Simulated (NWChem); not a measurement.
# Basis-set dependence for dichloromethane (CH₂Cl₂)

SMILES: ClCCl
```xyz
5

Cl     1.4776     0.0000     0.2145
C      0.0000     0.0000    -0.7559
Cl    -1.4776     0.0000     0.2145
H      0.0000     0.9015    -1.3789
H      0.0000    -0.9015    -1.3789
```
Charge 0, spin multiplicity 1.

The numbers come from NWChem runs, not from measurements. The geometry was optimised at PBE0/def2-SVP, a minimum by its harmonic frequencies.

Hartree-Fock energies in Ha, correlation energies in mHa.

The correlated methods keep 11 core orbitals frozen. The Pople sets run with spherical d functions. Coupled-cluster values serve here as a point of comparison, not as the truth.

```tsv
basis	functions	RHF	MP2	SCS-MP2	CCSD	CCSD+T(CCSD)	CCSD(T)	CR-CCSD[T]	CR-CCSD(T)
6-31G*	54	-957.98091	-386.7	-378.3	-422.3	-434.0	-433.6	-431.5	-431.1
def2-SVP	60	-957.69652	-411.4	-403.4	-446.9	-458.2	-457.8	-455.7	-455.4
def2-TZVP	117	-958.06194	-541.6	-534.4	not run	not run	not run	not run	not run
```

From def2-SVP to def2-TZVP the Hartree-Fock energy moves by -365.4 mHa and the MP2 correlation energy by -130.2 mHa, which is 24 % of its value in the larger set.
